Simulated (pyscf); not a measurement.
Single points on ωB97X-D3(BJ)/def2-SVP structures (PySCF, gas phase).

PBE/def2-TZVP puts the barrier of `[PH3]` + `[SiH2][SiH3]` [doublet] -> `[PH2]` [doublet] + `[SiH3][SiH3]` (hydrogen abstraction; doublet surface; H–P broken, H–Si formed) at -0.2 kcal/mol and the reaction energy at -3.2 kcal/mol, from the separated reactants. What do r²SCAN/def2-TZVP, PBE0-D3(BJ)/def2-TZVP, ωB97M-D3(BJ)/def2-TZVP give on the same structures?

r²SCAN: ΔE‡ = 1.3 kcal/mol, ΔE = -4.4 kcal/mol; PBE0-D3(BJ): ΔE‡ = 0.7 kcal/mol, ΔE = -4.3 kcal/mol; ωB97M-D3(BJ): ΔE‡ = 4.6 kcal/mol, ΔE = -5.6 kcal/mol. PBE's barrier lies under all of them, by 0.9 to 4.8 kcal/mol. Its reaction energy lies over all of them, by 1.1 to 2.4 kcal/mol. At PBE this geometry lies under the reactants; that is no barrier but a single point on another level's saddle; such a level's own saddle, if it has one, lies nearer that side and is low. This is the saddle that the search found; another between the same sides may lie lower. The angle at the transferred H is 164°.
